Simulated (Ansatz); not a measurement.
We consider rhombohedral A7 Bi, described by rVV10 (plane waves, PAW; Ansatz, a quantum-chemistry and plane-wave program).

Settings: plane-wave cutoff 520 eV, 16×16×16 k mesh, Fermi–Dirac smearing 0.05 eV, scalar-relativistic PAW data made under PBE.

Cell (relaxed at this level):

```yaml
crystal:
  lattice:
    - [4.25728, -2.30888, 0.00978]
    - [4.25728, 2.30888, 0.00978]
    - [2.99638, 0.00000, 3.80489]
  atoms:
    - { symbol: Bi, position: [0.23456, 0.23456, 0.23456] }
    - { symbol: Bi, position: [0.76544, 0.76544, 0.76544] }
```

### Question
Predict the bulk modulus.

### Answer

- bulk modulus = 30.8 GPa

The run finds no gap.

Measured, for comparison: bulk modulus 32.1 GPa (copied from a table, unchecked, extrapolated to 0 K and zero-point effects removed; as tabulated in Lejaeghere et al. (2013), arXiv:1204.2733). Computed (rounded) less measured: bulk modulus not scored (unchecked).

Note: the bulk modulus comes from volumes at which shape and atoms were relaxed.

Spin–orbit coupling is not included; it can shift volumes and moduli of such heavy elements.

Computing time: around 25 core-minutes (rough).
